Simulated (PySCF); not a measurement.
Run record: geometry optimisation, (CH3)2PPF2, `CP(C)P(F)F`.

Method: PBE0-D3(BJ)/def2-SVP geometry optimisation, gas phase (PySCF 2.14.0). Start geometry: GFN2-xTB. The command runs a driver script over a list of jobs; the input below is this job's line of settings and its coordinates in Å.

Command:
```bash
OMP_NUM_THREADS=1 python probes_run.py task.json out
```

Input:
```
{"job": {"xc": "PBE0", "basis": "def2-SVP", "d3": "d3bj", "grid": 1, "shake": 0.01, "kind": "geom"}, "charge": 0, "multiplicity": 1}
C     -0.533570    -1.362890    -0.688630
P     -0.155610    -0.327500     0.805460
C      1.531860     0.233150     0.314350
P     -1.092340     1.501960     0.010110
F     -2.647340     1.115120     0.431750
F     -0.867160     2.454180     1.301040
H      0.006760    -2.276010    -0.637570
H     -0.280010    -0.819670    -1.623240
H     -1.619360    -1.563400    -0.673740
H      1.863660     1.039750     0.992680
H      1.585940     0.572610    -0.701450
H      2.246860    -0.595580     0.460210
```

Output:
```
step   0  E = -961.29768482  max force = 0.031350
step   1  E = -961.30228803  max force = 0.005014
step   2  E = -961.30254266  max force = 0.001149
step   3  E = -961.30257422  max force = 0.000359
step   4  E = -961.30258706  max force = 0.000291
optimisation converged
```

Energies in Eh; «max force» is the largest Cartesian gradient component in Eh/bohr.

**Question.** Give the first gradient maximum in eV/Å.

**Answer.** With 1 Eh/bohr = 51.422 eV/Å, 1.612 eV/Å.

In short: final energy -961.30259 Eh after 4 steps; dipole 2.94 D.

**Question.** Where do the atoms end?

**Answer.** 0.092 Å rms from the input after alignment:
```
atom  x, y, z in Å
C1    -0.5060   -1.3297   -0.7075
P2    -0.1148   -0.3058    0.7918
C3     1.5855    0.2977    0.3556
P4    -1.1978    1.4941    0.0483
F5    -2.6858    0.8858    0.2411
F6    -1.1103    2.3787    1.3979
H7     0.0764   -2.2617   -0.6589
H8    -0.2798   -0.8270   -1.6622
H9    -1.5729   -1.5969   -0.6852
H10    1.8773    1.0924    1.0589
H11    1.6727    0.6782   -0.6746
H12    2.2948   -0.5343    0.4834
```

The run took 23 s on an Arm Neoverse V2 with one thread, shared host, and the process peaked at 0.51 GiB of memory.
Labels such as C1 count atoms from 1, the log's own numbers from 0.
